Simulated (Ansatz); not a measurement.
# C2H6N2, SMILES N=CCN: a single point in a Gaussian basis

With the Ansatz DFT code, driven from Python.

Interactive session:
```pycon
>>> import ansatz as az
>>> from rdkit import Chem
>>> from rdkit.Chem import AllChem
>>> # a force-field geometry from the SMILES
>>> rd = Chem.AddHs(Chem.MolFromSmiles("N=CCN"))
>>> AllChem.EmbedMolecule(rd, randomSeed=66)
0
>>> AllChem.UFFOptimizeMolecule(rd)
0
>>> molecule = az.Crystal.molecule()
>>> for atom, xyz in zip(rd.GetAtoms(), rd.GetConformer().GetPositions()):
...     molecule = molecule.atom(atom.GetSymbol(), xyz.round(5).tolist())
...
>>> calc = (
...     molecule.calculation()
...     .basis(gaussian="6-31G")
...     .functional("PBE")  # exchange and correlation
...     .scf(lower_state_search="standard")
... )
>>> print(calc.to_yaml())
crystal:
  periodic: [false, false, false]
  atoms:
    - { symbol: "N", position_ang: [1.54361, -0.84544, 0.36362] }
    - { symbol: C, position_ang: [0.83246, -0.32606, -0.57182] }
    - { symbol: C, position_ang: [-0.24048, 0.68735, -0.27196] }
    - { symbol: "N", position_ang: [-1.37269, 0.07629, 0.42099] }
    - { symbol: H, position_ang: [1.40122, -0.59444, 1.35307] }
    - { symbol: H, position_ang: [1.02795, -0.6043, -1.60228] }
    - { symbol: H, position_ang: [0.17993, 1.50795, 0.34851] }
    - { symbol: H, position_ang: [-0.59866, 1.13028, -1.22577] }
    - { symbol: H, position_ang: [-1.7272, -0.72435, -0.15185] }
    - { symbol: H, position_ang: [-1.04614, -0.30728, 1.33749] }
basis:
  gaussian:
    orbitals: "6-31G"
hamiltonian:
  xc: pbe
scf:
  lower_state_search: standard
>>> out = calc.run(threads=1)

>>> data = out.report
>>> data["positions_ang"]
[[1.54361, -0.84544, 0.36362], [0.83246, -0.32606, -0.57182], [-0.24048, 0.68735, -0.27196], [-1.37269, 0.07629, 0.42099], [1.40122, -0.59444, 1.35307], [1.02795, -0.6043, -1.60228], [0.17993, 1.50795, 0.34851], [-0.59866, 1.13028, -1.22577], [-1.7272, -0.72435, -0.15185], [-1.04614, -0.30728, 1.33749]]
>>> data["reference_energy_ev"]
-5142.428979466109
>>> {key: value for key, value in data.items() if isinstance(value, (int, float)) and "ev" in key}
{'free_energy_ev': -5142.428979466109, 'reference_energy_ev': -5142.428979466109}
>>> print("reference energy %16.6f eV" % data["reference_energy_ev"])
reference energy     -5142.428979 eV
>>> print("total energy     %16.6f eV" % data["free_energy_ev"])
total energy         -5142.428979 eV
>>> print("occupied (up, down):", data["n_occupied"], " virtual:", data["n_virtual"], " frozen:", data["n_frozen"])
occupied (up, down): [16, 16]  virtual: [32, 32]  frozen: 0
```

Notes:
- The settings weren't tested for convergence.
- The geometry is a force-field or estimated start, not a minimum of this method, and the basis set is short of its limit.
- Wall time of the script: 2 s on 1 thread of Arm Neoverse V1 (shared host), peak memory 0.22 GiB.

(Lines on the test bed's own set-up are left out of the output.)
